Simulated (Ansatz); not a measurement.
Compare A (`CNC(=N)O`) with its isomer B (`NC(N)=CO`).

Isolated molecules relaxed with PBE0-D4/def2-TZVP in Ansatz; ΔE leaves out vibrations. CBS: MP2 limit from def2 TZ/QZ plus the TZ coupled-cluster correction, frozen cores. Functionals use def2-TZVPP. B3LYP here is the variant with VWN-RPA as its local correlation; programs differ in this. One conformer a species, not always the lowest.

Problem. Which is lower in electronic energy at CCSD(T)/CBS, and by how much? (Best estimate.)

Solution. The calculation gave: A, by 16.0 kcal/mol.

Problem. Give E(B) − E(A) in kcal/mol with MP2/def2-TZVPP, ωB97M-V, B2PLYP, r2SCAN-D4, PBE0-D4, B3LYP-D4, PBE-D4. (Estimate.)

Solution. Computed: MP2/def2-TZVPP 17.8, ωB97M-V 17.2, B2PLYP 17.7, r2SCAN-D4 18.3, PBE0-D4 16.9, B3LYP-D4 17.0, PBE-D4 16.4. None reverses the order clearly.

Largest T1 diagnostic: 0.012.

In def2-TZVPP, CCSD(T) changes the Hartree–Fock value by −3.4 kcal/mol (the triples alone add −0.1 kcal/mol) and MP2 by −2.9 kcal/mol.
